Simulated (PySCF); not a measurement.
**Cl₂+: from the state search to spectroscopic constants**

Aim: find the lowest electronic state of Cl₂+, scan its bond at several levels of theory, and get bond length, wavenumber and dissociation energy from each curve.

Program: PySCF 2.14.0. Level of theory: Cl aug-pcseg-1, no relativity. These are calculated values, not measurements.

**1. Set-up**

A driver script around PySCF takes these settings:

```json
{
  "atoms": "Cl, Cl",
  "charge": "1",
  "basis": "Cl aug-pcseg-1",
  "Hamiltonian": "no relativity",
  "basis functions": "54",
  "electrons treated": "33",
  "masses in u": "34.9689, 34.9689",
  "levels": "PBE0, PBE, r²SCAN, TPSSh, M06-L, B3LYP, LC-ωPBE, HF, MP2, SCS-MP2, CCSD, CCSD(T)",
  "grid": "80 radial by 434 angular points",
  "occupations": "held fixed by the projection of orbital angular momentum",
  "dissociation limit": "Cl+ + Cl, each in its ground configuration",
  "starting distance in angstrom": "2.040",
  "values of 2S to try": "1, 3"
}
```

Launch:

```console
> OMP_NUM_THREADS=1 python dia.py task.json out
```

After this run come: The PBE0 curve of the state that the search chose; Higher solutions at PBE0; PBE; r²SCAN (meta-GGA); TPSSh (hybrid meta-GGA); M06-L (meta-GGA); B3LYP; LC-ωPBE (range-separated hybrid); UHF; Adding correlation.

What does the calculation give? Wanted: for each run, Re; ωe; De.

As calculated:

Lowest PBE0 solution found, without spin–orbit coupling: ²Πg (doublet), unpaired electrons π ↑. State 2 has its PBE0 minimum 1.94 eV higher. The other levels ran on the lowest alone.

```csv
level,Re (Å),ωe (cm⁻¹),De (eV)
UHF,1.887,733,1.27
UHF-MP2,1.946,602,3.15
UHF-SCS-MP2,1.946,605,2.98
UHF-CCSD,1.943,622,2.83
UHF-CCSD(T),1.957,592,3.03
PBE,1.951,603,4.33
r²SCAN,1.934,626,3.97
M06-L,1.919,647,3.93
TPSSh,1.937,624,3.88
B3LYP,1.946,618,3.75
PBE0,1.917,659,3.81
LC-ωPBE,1.891,716,3.47
```

De is counted to Cl+ + Cl in their ground configurations.

Differences from CCSD(T) in the same basis:

```csv
level,Re (mÅ),ωe (%)
UHF,-70,+23.8
UHF-MP2,-10,+1.7
UHF-SCS-MP2,-11,+2.2
UHF-CCSD,-14,+5.1
PBE,-6,+1.8
r²SCAN,-23,+5.6
M06-L,-38,+9.3
TPSSh,-20,+5.3
B3LYP,-11,+4.3
PBE0,-40,+11.2
LC-ωPBE,-66,+20.9
```

**Reading.** Against CCSD(T) in the same basis, the bond length is nearest at PBE (-6 mÅ) and farthest at UHF (-70 mÅ); the wavenumber is nearest at UHF-MP2 (+1.7 %) and farthest at UHF (+23.8 %). Hartree–Fock falls on the short and stiff side, its usual fault. CCSD(T) in a basis this small is itself some way from its limit, more so than the functionals. Among the levels with a De in the table, it runs from 1.27 eV (UHF) to 4.33 eV (PBE).

Correlated steps freeze 10 core orbitals. At UHF the stretched side of the curve climbs above De, by a hump or because the determinant held fixed goes to a higher limit.
